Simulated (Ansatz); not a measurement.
**Equilibrium lattice constant a of some cubic elemental metals**

Method: r²SCAN in Ansatz (plane waves, PAW). References are measured values corrected to a static lattice. The table is a random draw of 8 from 25 solids with such references.

Values in Å.

```tsv
solid	reference	r²SCAN	error (%)
fcc Ni	3.508	3.478	-0.86
bcc Ta	3.299	3.305	+0.18
fcc Cu	3.595¶	3.577	-0.50
fcc Au	4.062	4.125	+1.55
bcc Ba	4.995¶	5.070	+1.50
fcc Ag	4.062	4.104	+1.03
bcc W	3.16	3.169	+0.28
bcc K	5.212¶	5.348	+2.61
```

Over these 8 solids the mean error is +0.73 %, the mean absolute error 1.06 % (median 0.94 %), and the worst case bcc K at +2.61 %; the value is too high in 6 of 8 cases. Over all 25, from unrounded values, the mean error is +0.84 % and the mean absolute error 1.10 % (median 0.81 %). Caveats on values not shown: the commensurate order stands in for chromium's spin-density wave, and the size of the moments varies much between levels (1).

All these references are brought to a static lattice.

Spin–orbit coupling is left out, also for the solids with elements from indium on (bcc Ta, fcc Au, bcc Ba, bcc W); its size isn't shown.

¶ marks references of a special kind: fcc Cu, 3.595 Å (measured, low-temperature or extrapolated to 0 K; zero-point anharmonic expansion removed; as tabulated in Csonka et al. (2009), arXiv:0903.4037); bcc Ba, 4.995 Å (measured, low-temperature or extrapolated to 0 K; zero-point anharmonic expansion removed, our sources range from 4.995 to 5.004; as tabulated in Csonka et al. (2009), arXiv:0903.4037); bcc K, 5.212 Å (measured, low-temperature or extrapolated to 0 K; zero-point anharmonic expansion removed; as tabulated in Csonka et al. (2009), arXiv:0903.4037).

Differences are worked out from the printed values.

Ansatz's density-functional and Hartree–Fock values are scalar-relativistic unless marked +SOC, with PAW data made under PBE.

Ansatz's runs of these crystals have no spin polarisation, but for fcc Ni. Meta-GGAs and exact exchange favour moments, which can bear on fcc Ni.

Density-functional runs with spin start from parallel moments for fcc Ni.

Not in this set, of the elemental metals with a reference value in our tables and a result at some level: 19 for a reference at room or unstated temperature. These can be a level's best or worst cases. Solids without a released value at any level aren't counted. Layered and molecular crystals are counted apart. The metals Ce to Yb are counted apart.

References as tabulated in Mejia-Rodriguez and Trickey (2018), arXiv:1807.09216; Csonka et al. (2009), arXiv:0903.4037.

Ansatz is an electronic-structure program.
